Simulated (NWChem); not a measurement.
# One shape, several levels: doublet [H2O2]+

We compute a comparison of 6 runs (U-r2SCAN/def2-TZVPP, UBLYP/def2-TZVPP, UCAM-B3LYP/def2-TZVPP, UM06-L/def2-TZVPP, UPBE0/def2-TZVPP, UTPSS/def2-TZVPP) of doublet [H2O2]+. 

The results are computed with NWChem 7.3.0.

1 further run of the same task is left out (set aside as unsound or not needed).

## 1. The molecule

The species is [H2O2]+ (4 atoms), meant as a doublet with charge +1. As SMILES of the parent species, `OO`. The coordinates come from a PBE0-D4/def2-TZVP relaxation. That shape belongs to the parent species and isn't relaxed for this state.

Bond lengths: O1–O2 1.426 Å, O1–H3 0.965 Å, O2–H4 0.965 Å. Angles: O1–O2–H4 101.1°, O2–O1–H3 101.1°.

## 2. A single-point energy at U-r2SCAN/def2-TZVPP (run 1)

h2o2.nw reads:

```
start h2o2
memory stack 880 mb heap 220 mb global 1100 mb
charge 1
geometry units angstrom noautosym nocenter noautoz
  O       -0.486800      -0.581100       0.030600
  O        0.048300       0.728400       0.206900
  H        0.186400      -1.117000       0.467400
  H        0.252100       0.969800      -0.704900
end
basis spherical bse
  O library def2-TZVPP
  H library def2-TZVPP
end
dft
  xc r2scan
  mult 2
  grid fine
  convergence energy 1e-08
  iterations 100
  mulliken
  noprint "final vectors analysis"
end
task dft energy
```

The run is started by

```console
$ nwchem h2o2.nw > h2o2.out
```

Standard output:

```text
[...]
          Wavefunction type:  spin polarized.
          No. of atoms     :     4
          No. of electrons :    17
[...]
          Charge           :     1
          Spin multiplicity:     2
[...]
          AO basis - number of functions:    90
[...]
              XC Information
              --------------
                      r^2SCAN Method XC Functional
               r^2SCAN metaGGA Exchange Functional  1.000
                     r^2SCAN Correlation Potential  1.000
[...]
 d= 0,ls=0.0,diis     1   -151.0634435650 -1.88D+02  3.92D-03  2.38D-01     1.5
[...]
 d= 0,ls=0.0,diis    11   -151.1289361723 -1.88D-09  8.91D-08  4.25D-10    15.4
[...]
         Total DFT energy =     -151.128936172300
      One electron energy =     -275.199111603070
           Coulomb energy =      104.174863146079
    Exchange-Corr. energy =      -17.387809189537
 Nuclear repulsion energy =       37.283121474229
[...]
      Total Density - Mulliken Population Analysis
     ---------------------------------------------
    Atom       Charge   Shell Charges
 -----------   ------   -------------------------------------------------------
    1 O    8     7.84   0.80  1.17  0.64  0.97  0.28  1.77  1.72  0.44  0.00  0.03  0.00
    2 O    8     7.84   0.80  1.17  0.64  0.97  0.28  1.77  1.72  0.44  0.00  0.03  0.00
    3 H    1     0.66   0.24  0.34  0.01  0.02  0.05  0.01
    4 H    1     0.66   0.24  0.34  0.01  0.02  0.05  0.01
[...]
      <S2> =      0.7540 (Exact =     0.7500)
[...]
```

Wall time 16 s (1 thread of Intel Xeon Platinum 8488C (Sapphire Rapids), shared host); peak memory 0.11 GiB.

## 3. A single-point energy at UBLYP/def2-TZVPP (run 2)

h2o2.nw reads:

```
START h2o2
memory 2200 mb
charge 1
GEOMETRY noautosym nocenter noautoz
   O       -0.486800      -0.581100       0.030600
   O        0.048300       0.728400       0.206900
   H        0.186400      -1.117000       0.467400
   H        0.252100       0.969800      -0.704900
END
BASIS spherical bse
   * library def2-TZVPP
END
DFT
   xc becke88 lyp
   mult 2
   grid fine
   convergence energy 1e-08
   iterations 100
   mulliken
END
TASK dft energy
```

The run is started by

```console
$ nwchem h2o2.nw > h2o2.out
```

Standard output:

```text
[...]
          Wavefunction type:  spin polarized.
          No. of atoms     :     4
          No. of electrons :    17
[...]
          Charge           :     1
          Spin multiplicity:     2
[...]
          AO basis - number of functions:    90
[...]
              XC Information
              --------------
                    Becke 1988 Exchange Functional  1.000
              Lee-Yang-Parr Correlation Functional  1.000
[...]
 d= 0,ls=0.0,diis     1   -151.1273479999 -1.88D+02  4.41D-03  2.46D-01     1.3
[...]
 d= 0,ls=0.0,diis    11   -151.1948843645 -1.31D-09  6.99D-08  1.95D-10    12.7
[...]
         Total DFT energy =     -151.194884364472
      One electron energy =     -275.201138953115
           Coulomb energy =      104.176696219707
    Exchange-Corr. energy =      -17.453563105293
 Nuclear repulsion energy =       37.283121474229
[...]
      Total Density - Mulliken Population Analysis
     ---------------------------------------------
    Atom       Charge   Shell Charges
 -----------   ------   -------------------------------------------------------
    1 O    8     7.81   0.80  1.17  0.66  0.94  0.29  1.81  1.63  0.48  0.00  0.03  0.00
    2 O    8     7.81   0.80  1.17  0.66  0.94  0.29  1.81  1.63  0.48  0.00  0.03  0.00
    3 H    1     0.69   0.25  0.34  0.01  0.02  0.05  0.01
    4 H    1     0.69   0.25  0.34  0.01  0.02  0.05  0.01
[...]
      <S2> =      0.7520 (Exact =     0.7500)
[...]
```

Run time: 14 s. Hardware: 1 thread of Intel Xeon Platinum 8488C (Sapphire Rapids), shared host; peak memory 0.11 GiB.

Runs 3 to 5 aren't shown in full; the table further down has their settings and results.

## 4. The energy at UTPSS/def2-TZVPP (run 6)

h2o2.xyz reads:

```xyz
4

O     -0.486800    -0.581100     0.030600
O      0.048300     0.728400     0.206900
H      0.186400    -1.117000     0.467400
H      0.252100     0.969800    -0.704900
```

h2o2.nw reads:

```
start h2o2
memory stack 880 mb heap 220 mb global 1100 mb
charge 1

geometry noautosym nocenter noautoz
   load format xyz h2o2.xyz
end

basis spherical bse
   O library def2-TZVPP
   H library def2-TZVPP
end

dft
   xc xtpss03 ctpss03
   mult 2
   grid fine
   convergence energy 1e-08
   maxiter 100
   mulliken
end

task dft energy
```

The run is started by

```console
$ nwchem h2o2.nw > h2o2.out
```

Standard output:

```text
[...]
          Wavefunction type:  spin polarized.
          No. of atoms     :     4
          No. of electrons :    17
[...]
          Charge           :     1
          Spin multiplicity:     2
[...]
          AO basis - number of functions:    90
[...]
              XC Information
              --------------
                  TPSS metaGGA Exchange Functional  1.000
             TPSS03 metaGGA Correlation Functional  1.000
[...]
 d= 0,ls=0.0,diis     1   -151.1621207030 -1.88D+02  3.85D-03  2.19D-01     1.6
[...]
 d= 0,ls=0.0,diis    11   -151.2266352685 -8.90D-10  6.28D-08  1.58D-10    15.8
[...]
         Total DFT energy =     -151.226635268545
      One electron energy =     -275.223465906621
           Coulomb energy =      104.204476228205
    Exchange-Corr. energy =      -17.490767064358
 Nuclear repulsion energy =       37.283121474229
[...]
      Total Density - Mulliken Population Analysis
     ---------------------------------------------
    Atom       Charge   Shell Charges
 -----------   ------   -------------------------------------------------------
    1 O    8     7.84   0.80  1.18  0.64  0.98  0.27  1.78  1.70  0.46  0.00  0.03  0.00
    2 O    8     7.84   0.80  1.18  0.64  0.98  0.27  1.78  1.70  0.46  0.00  0.03  0.00
    3 H    1     0.66   0.25  0.32  0.01  0.02  0.05  0.01
    4 H    1     0.66   0.25  0.32  0.01  0.02  0.05  0.01
[...]
      <S2> =      0.7526 (Exact =     0.7500)
[...]
```

It took 17 s on 1 thread of Intel Xeon Platinum 8488C (Sapphire Rapids), shared host; peak memory 0.11 GiB.

## 5. The series

```
run                  level  energy (Eh)   ⟨S²⟩  wall time
  1    U-r2SCAN/def2-TZVPP  -151.128936  0.754       16 s
  2       UBLYP/def2-TZVPP  -151.194884  0.752       14 s
  3  UCAM-B3LYP/def2-TZVPP  -151.144259  0.754       40 s
  4      UM06-L/def2-TZVPP  -151.178066  0.754       17 s
  5       UPBE0/def2-TZVPP  -151.037957  0.754       13 s
  6       UTPSS/def2-TZVPP  -151.226635  0.753       17 s
```

## 6. Results

| quantity | value |
| --- | --- |
| run 6: total energy | -151.22664 Eh |
| run 6: HOMO energy (highest over α and β) | -17.43 eV |
| run 6: LUMO energy (lowest over α and β) | -15.93 eV |
| run 6: ⟨S²⟩ | 0.753 |

**Reading.** Totals of different functionals can't be ranked against each other. All runs together took 1.9 min, the longest 40 s.
